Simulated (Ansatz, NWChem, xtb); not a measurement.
# Ligand exchange: SiH3F + B(OH)O → SiH3(OH) + BOF

Species: SiH3F `F[SiH3]`, singlet; B(OH)O (oxoborinic acid), singlet; SiH3(OH) (silanol), singlet; BOF (fluoro(oxo)borane) `O=BF`, singlet. The partners trade F for OH: Si–F and B–OH bonds give way to Si–OH and B–F.

Shapes, held fixed at every level: PBE0-D4/def2-TZVP. Programs: Ansatz 0.2.0, NWChem 7.3.0, xtb 6.7.1. A level may come from different programs for different species; with the same settings they agree closely. The zero-point and thermal change to 298 K, harmonic and unscaled (PBE0-D4/def2-TZVP), is +0.9 kJ/mol.

```
               level                    kind  ΔH(298 K) (kJ/mol)  less CCSD(T)/CBS estimate
            GFN0-xTB          semi-empirical               +42.2                       +1.6
         HF/def2-SVP            Hartree–Fock               +48.3                       +7.7
    SPW92/def2-TZVPP                     LDA               +40.1                       -0.5
 B3LYP-D4/def2-TZVPP           global hybrid               +42.0                       +1.4
 BHLYP-D4/def2-TZVPP           global hybrid               +43.8                       +3.2
  wB97X-V/def2-TZVPP  range-separated hybrid               +41.6                       +1.0
        MP2/def2-SVP     perturbation theory               +41.3                       +0.7
CCSD(T)/CBS estimate   coupled cluster or CI               +40.6                        0.0
```

The highest level, CCSD(T)/CBS estimate, gives ΔH(298 K) = +40.6 kJ/mol; the levels span +40.1 to +48.3. The column of differences is taken from that level and isn't an error. No measured value is set beside it here. The CBS estimate extrapolates MP2 from def2-TZVPP and def2-QZVPP and adds CCSD(T) − MP2 in the triple-zeta set, cores frozen.
